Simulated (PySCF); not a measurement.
Ionisation of cyclopropanecarboxylic acid

Molecule: cyclopropanecarboxylic acid, `O=C(O)C1CC1` (C4H6O2). Coordinates in Å; atoms count from 1 in this order:
```
O     1.9916   -1.0930   -1.0797
C     1.2572   -0.4134   -0.4108
O     1.7208    0.4994    0.4626
C    -0.2211   -0.4790   -0.4481
C    -1.0418    0.7789   -0.2819
C    -1.0237   -0.2309    0.8076
H     2.6873    0.4573    0.4089
H    -0.5777   -1.2368   -1.1473
H    -1.9330    0.8657   -0.9074
H    -0.4930    1.7099   -0.1254
H    -0.4602    0.0062    1.7124
H    -1.9018   -0.8623    0.9599
```

Level of theory: ωB97X-D3(BJ)/ma-def2-TZVP single points in PySCF, grid level 2; every species was optimised with PBE0-D3(BJ)/def2-SVP. The prefix ma- adds one diffuse s and one diffuse p function on all atoms but H. Zero-point and thermal terms (298.15 K, 1 bar) come from unscaled PBE0-D3(BJ)/def2-SVP harmonic frequencies, with soft modes damped to free rotors in the entropy.

Frontier levels of the parent: HOMO -10.48 eV, LUMO 1.00 eV.

Oxidation to the radical cation:
* Vertical ionisation energy (electronic): 10.43 eV
* Adiabatic ionisation energy (with zero-point energy): 10.14 eV
* Adiabatic, electronic part: 10.25 eV
* Vertical gap at the product's structure: 9.86 eV
* Inner reorganisation energy (four-point): 571 meV
* Relaxation of product / of parent: 179 / 393 meV
* ⟨S²⟩ of the product: 0.758
* Largest spin populations: O1 0.56, C6 0.19, C5 0.18
* Largest changes of atomic charge: O1 0.32, O3 0.12
* Distances that move most (Å): C5–C6 1.486 → 1.586; C2–O3 1.346 → 1.294; C4–C5 1.511 → 1.485; C4–C6 1.511 → 1.487
* Potential in DMF: 7.82 V absolute, 3.28 V against Fc+/Fc computed at 4.54 V (solvation -29 → -251 kJ/mol)

Solvents are IEF-PCM continua (electrostatics only, gas-phase structures); absolute potentials refer to an electron at rest in vacuum. Fc+/Fc in DMF, 4.54 V, is ωB97X-D3(BJ)/ma-def2-TZVP on PBE0-D3(BJ)/def2-SVP structures with GFN2-xTB thermal terms. Benchmark calculations put it near 5.0 V in acetonitrile and DMSO, so it is about 0.5 V low, and the value against it can read up to that much too high.

Adiabatic ionisation energy: the gap is larger than usual, and may come from another state, site, conformer or species, from an onset or band maximum that doesn't mark the energy named, from the functional or basis, or from an outlying measurement.

Measured values (NIST Chemistry WebBook, evaluated or the median of agreeing entries): adiabatic ionisation energy 10.64 eV (computed 10.14, difference -0.50).

Run with `OMP_NUM_THREADS=1 python redox_run.py task.json out` on 1 thread of Intel Xeon 6975P-C, a shared host. Structures, frequencies and single points: 11 min of wall time.
